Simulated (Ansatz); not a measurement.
Results of PBE-D4 (PAW; Ansatz, an electronic-structure program) for 2H MoTe₂.

Run with plane-wave cutoff 520 eV, 12×12×4 k mesh (along the axes of the cell as run), no spin polarisation, scalar-relativistic PAW data made under PBE.

Cell (relaxed at this level):

```
CELL_PARAMETERS angstrom
      3.50127     0.00000     0.00000
     -1.75064     3.03219     0.00000
      0.00000     0.00000    13.73006
ATOMIC_POSITIONS crystal
  Te 0.66667 0.33333 0.38223
  Te 0.33333 0.66667 0.88223
  Te 0.33333 0.66667 0.61777
  Te 0.66667 0.33333 0.11777
  Mo 0.66667 0.33333 0.75000
  Mo 0.33333 0.66667 0.25000
```

**Question.** Give the computed elastic constant C66, Poisson ratio, elastic constant C44, elastic constant C11, elastic constant C12, elastic constant C13 and elastic constant C33.

**Answer.** 
- elastic constant C66 = 51.3 GPa
- Poisson ratio = 0.183
- elastic constant C44 = 29.0 GPa
- elastic constant C11 = 133 GPa
- elastic constant C12 = 30.8 GPa
- elastic constant C13 = 15.5 GPa
- elastic constant C33 = 65.2 GPa

Note: the dispersion coefficients are held fixed in the derivatives.

Elastic constants are with the ions relaxed.

Spin–orbit coupling is not included.

Static lattice: no zero-point or thermal effects.

Cost on a shared machine: around 70 core-minutes (rough).
